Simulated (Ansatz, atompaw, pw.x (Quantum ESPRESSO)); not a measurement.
W (Z = 74) (bcc): variants of one PAW (atompaw) potential in the solid

```json
{"Element": "W", "Generator": "atompaw 4.2.0.5", "Type": "PAW", "Functional": "PBEsol", "Relativity": "scalar-relativistic", "Frozen core": "[Kr] 4d10 4f14 5s2", "Valence charge": "12", "Reference configuration": "5p6 5d4 6s1 6p1", "Partial waves": "6s (bound): rc 2.50 bohr; 6s channel at -0.05 Ry: rc 2.50 bohr; 5p (bound): rc 1.55 bohr; 6p (bound): rc 2.50 bohr; 5d (bound): rc 2.50 bohr; 5d channel at 0.45 Ry: rc 1.65 bohr", "Local potential": "bessel scheme, radius 2.25 bohr", "Core correction": "smooth core density matched at 1.95 bohr", "Augmentation charge": "sinc compensation charge, radius 2.25 bohr; PAW radius 2.50 bohr; waves and projectors: custom rrkj gramschmidtortho"}
```

Crystal test: bcc W in pw.x 7.5, no spin, 15³ k-points, Fermi–Dirac smearing 0.01 Ry, cutoffs set for each file from its atomic test. The reference is all-electron LAPW (Ansatz 0.2.0) with the same functional, mesh and smearing; V0 and B0 come from Birch–Murnaghan fits to the pressures at five volumes. Errors are pseudo minus all-electron; Δ is the rms difference of the E(V) curves that follow from these fits, minima aligned, over ±6 % about the mean V0. Mesh and smearing are coarse, so the numbers serve the comparison and aren't converged zero-temperature values; the lattice is a test structure that the element need not adopt.

All-electron: a0 = 3.155 Å (V0 = 15.70 Å³/atom), B0 = 321.1 GPa.

3 further variants are left out: they gave no file fit for a test, a broken result, the same result as the base, or pressures whose basis-set error rivals the error shown.

```tsv
change	cutoffs (Ry)	pw.x	a0 (Å)	a0 error (%)	B0 error (%)	Δ (meV/atom)	mean pressure error (GPa)
base	75/750	converged	3.161	+0.21	+1.2	7.3	+2.18
wave 5p (bound): rc 1.55 bohr becomes 5p (bound): rc 2.44 bohr	40/400	converged	3.163	+0.26	+1.2	8.9	+2.68
reference 5p6 5d4 6s2 6p0	75/750	converged	3.162	+0.22	+1.2	7.4	+2.21
```
